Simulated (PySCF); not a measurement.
Geometry:
```
atom   x (Å)   y (Å)   z (Å)
  C1   1.890   0.388  -0.226
  C2   0.457   0.630   0.218
  C3  -0.407  -0.619   0.138
  C4  -1.845  -0.374   0.510
  F5  -2.404   0.522  -0.341
  F6  -2.555  -1.522   0.415
  H7   2.491   1.307  -0.164
  H8   2.382  -0.375   0.398
  H9   1.929   0.034  -1.269
 H10  -0.001   1.418  -0.403
 H11   0.449   1.015   1.253
 H12  -0.019  -1.408   0.802
 H13  -0.404  -1.032  -0.885
 H14  -1.967   0.019   1.536
```

Geometry: PBE0-D3(BJ)/def2-SVP; GIAO shifts from PySCF 2.14.0 with density-fitted response routines, gas phase, non-relativistic, averaged over equivalent atoms.

At KT3/pcSseg-1 (142 basis functions, 18 s wall time on 1 thread of an Intel Xeon Platinum 8488C, shared host):
| atoms | δ (ppm) |
| --- | --- |
| C4 | 118.5 |
| C3 | 40.1 |
| C2 | 22.0 |
| C1 | 17.0 |
| F5/F6 | -144.8 |
| H14 | 5.77 |
| H12/H13 | 1.47 |
| H10/H11 | 1.30 |
| H7/H8/H9 | 1.04 |

Scale: $^{13}$C (182.31 ppm), $^{1}$H (31.32 ppm) against TMS; $^{19}$F (149.45 ppm) against CFCl3 (reference shieldings calculated alike).

Predict the values at B97-2/pcSseg-1 on the same geometry.

## Answers


```tsv
atoms	δ at B97-2/pcSseg-1	change
C4	118.9	+0.4
C3	39.3	-0.8
C2	20.0	-2.0
C1	16.3	-0.7
F5/F6	-132.4	+12.4
H14	5.65	-0.12
H12/H13	1.50	+0.03
H10/H11	1.26	-0.04
H7/H8/H9	1.05	+0.01
```

Shifts are taken against calculated references (same method and geometry level): TMS for $^{13}$C (σref 183.69) and $^{1}$H (σref 31.38); CFCl3 for $^{19}$F (σref 178.12).

The largest change is at F5/F6 (fluorine of a CF2 group). Cost: 142 basis functions, 15 s wall time on 1 thread of an Arm Neoverse V1, shared host. The order of the carbon signals is the same at both levels.

Unscaled 19F shifts against computed CFCl3 carry errors that often reach 10 to 50 ppm.
